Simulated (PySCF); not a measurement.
Calculation: B3LYP-D3(BJ)/def2-TZVP in PySCF. Isolated molecules, 0 K electronic values unless said otherwise. B3LYP has the VWN-RPA correlation part, as in Gaussian. Delta-SCF ions had no search for a lower state. Excitations are Tamm–Dancoff values on a coarser integration grid. The basis has no diffuse functions, so Rydberg states are missing or too high.

Reference species (SMILES): `C#CC` (neutral, multiplicity 1).

The S1 excitation (TDA) is 6.72 eV and the HOMO–LUMO gap comes out as 8.53 eV. The S1 oscillator strength comes out as 0.000 and the vertical ionisation energy (Delta-SCF) comes out as 10.30 eV.

Changed species: `C=C=C`.

Problem. Predict the effect on the S1 excitation (TDA), HOMO–LUMO gap, S1 oscillator strength and vertical ionisation energy (Delta-SCF).

Solution. the S1 excitation (TDA) falls by 0.80 eV, to 5.92 eV; the HOMO–LUMO gap decreases by 0.97 eV, to 7.56 eV; the S1 oscillator strength hardly moves; the vertical ionisation energy (Delta-SCF) falls by 0.22 eV, to 10.08 eV.
